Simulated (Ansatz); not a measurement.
triplet Al₂: levels of theory in one basis

```json
{"atom": "Al", "x (Å)": "0.0000", "y (Å)": "0.0000", "z (Å)": "0.0000"}
{"atom": "Al", "x (Å)": "0.0000", "y (Å)": "0.0000", "z (Å)": "2.5659"}
```

Basis set: def2-SVP (spherical functions). Left uncorrelated: 10 orbitals. Correlation on ROHF uses semicanonical orbitals with singles. Charge 0, multiplicity 3.

Computed with Ansatz (development build ahead of 0.2.0); each method stands on the lowest determinant of its kind that the runs found.

| method | E − E(ROHF) (eV) | <S²> of the determinant |
| --- | --- | --- |
| ROHF | 0.00 | – |
| UHF | -0.13 | 2.03 |
| ROHF-MP2 | -2.22 | – |
| UHF-MP2 | -2.19 | 2.03 |

Problem. What does ROHF-CCSD(T) give on the same scale?

Solution. -3.08 eV.

Caution for ROHF-MP2, UHF-MP2, ROHF-CCSD(T): a plain start can end on a higher determinant.
